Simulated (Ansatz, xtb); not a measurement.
Relative energy of two structures of C5H3−

We compare I, a singlet given by its coordinates, with II, a singlet given by its coordinates. Both are isolated ions in the gas phase, relaxed with B3LYP-D3(BJ)/def2-SVPD.

I (Å):

| atom | x (Å) | y (Å) | z (Å) |
| --- | --- | --- | --- |
| C | -0.0208 | -2.2881 | 1.7485 |
| C | -1.0390 | -1.6160 | 1.4085 |
| C | -2.1619 | -1.0432 | 0.9736 |
| C | -3.2037 | -0.4318 | 0.5984 |
| C | -4.3200 | 0.2098 | 0.1917 |
| H | 0.8656 | -2.0560 | 2.3344 |
| H | -4.3523 | 0.7589 | -0.7550 |
| H | -5.2335 | 0.2087 | 0.7953 |

Close contacts (Å): C1–C2 1.27, C2–C3 1.33, C3–C4 1.26, C4–C5 1.35, C1–H6 1.09, C5–H7 1.09, C5–H8 1.09.

II (Å):

```xyz
8

C    -0.0702   -0.9331    0.4118
C    -1.2307   -0.5401    0.6527
C    -2.5402   -0.0871    0.7761
C    -3.6278   -0.8811    1.1242
C    -4.6029   -1.5328    1.5537
H     0.8904   -1.1010    0.8792
H    -2.7293    0.9771    0.5837
H    -5.4208   -2.1599    1.2262
```

Close contacts (Å): C1–C2 1.25, C2–C3 1.39, C3–C4 1.39, C4–C5 1.25, C1–H6 1.08, C3–H7 1.10, C5–H8 1.08.

**Question.** Estimate which is lower in electronic energy at CCSD(T)/def2-SVPD + ΔMP2/def2-TZVPPD, and by roughly how much.

**Answer.** The CCSD(T)/def2-SVPD + ΔMP2/def2-TZVPPD calculation puts structure I lower, by 6.98 kJ/mol.

The same difference at several levels:

| level | geometry | E(II) − E(I) (kJ/mol) | departure from the last row (kJ/mol) | job, with rough time for the two |
| --- | --- | --- | --- | --- |
| GFN2-xTB | GFN2-xTB | +16.78 | +9.79 | optimisation, 0.11 s |
| HF/STO-3G | GFN2-xTB | −0.45 | −7.43 | single point, 0.16 s |
| r2SCAN-D4/def2-SVPD | GFN2-xTB | +30.85 | +23.87 | single point, 3 s |
| B3LYP-D3(BJ)/def2-SVPD | B3LYP-D3(BJ)/def2-SVPD | +23.46 | +16.48 | optimisation, 56 s |
| HF/def2-SVPD | B3LYP-D3(BJ)/def2-SVPD | −3.12 | −10.10 | part of the CCSD(T) run |
| MP2/def2-SVPD | B3LYP-D3(BJ)/def2-SVPD | +3.28 | −3.70 | part of the CCSD(T) run |
| CCSD(T)/def2-SVPD | B3LYP-D3(BJ)/def2-SVPD | +6.54 | −0.44 | single point |
| CCSD(T)/def2-SVPD + ΔMP2/def2-TZVPPD | B3LYP-D3(BJ)/def2-SVPD | +6.98 |  | single point, 40 s |

HF/def2-SVPD puts the two in the other order. HF/STO-3G finds them nearly level. The largest departure from CCSD(T)/def2-SVPD + ΔMP2/def2-TZVPPD is that of r2SCAN-D4/def2-SVPD, 23.87 kJ/mol. The last row adds to CCSD(T) the change of the MP2 difference between the two basis sets, here +0.44 kJ/mol.

With harmonic frequencies from B3LYP-D3(BJ)/def2-SVPD (ideal gas, rigid rotor, one conformer each, 298.15 K, 1 atm): the zero-point term adds −0.19 kJ/mol; ΔH is +6.37 and ΔG +7.82 kJ/mol.

The T1 diagnostic of structure I is large, so the coupled-cluster value is less sure. The correlated steps freeze 5 core orbitals. Mirror images aren't counted in ΔG. Codes used: Ansatz 0.2.0, xtb 6.7.1; the last row on 2 threads of Arm Neoverse V2 on a shared host.
